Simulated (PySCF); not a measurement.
Rock-salt MgS: correlation energy from several methods in one and the same small orbital space (PySCF; 2 atoms at the zone centre, 8 electrons in 55 orbitals, empty ones MP2 natural orbitals of a TZ basis, lattice constant set to 5.46346 Å). Its volume lies 16 % above that of the crystal's usual cell. It tests the methods against each other and lies far from the crystal's limit.

```json
[
 {"method": "MP2", "E_corr (eV per atom)": "-2.2439", "share of CCSDT(Q) (%)": "76.7", "difference (meV)": "680"},
 {"method": "CCSD", "E_corr (eV per atom)": "-2.7931", "share of CCSDT(Q) (%)": "95.5", "difference (meV)": "131"},
 {"method": "CCSD(T)", "E_corr (eV per atom)": "-2.8967", "share of CCSDT(Q) (%)": "99.1", "difference (meV)": "27"},
 {"method": "CCSDT", "E_corr (eV per atom)": "-2.9168", "share of CCSDT(Q) (%)": "99.8", "difference (meV)": "7"},
 {"method": "CCSDT(Q)", "E_corr (eV per atom)": "-2.9238", "share of CCSDT(Q) (%)": "100.0", "difference (meV)": "0"}
]
```

MP2, (T) and (Q) use filled levels shifted down by the Madelung term, which in so small a cell is a large part of the gap, so these rows hang on it.

CCSDT(Q) is the highest level reached here, not an exact value.
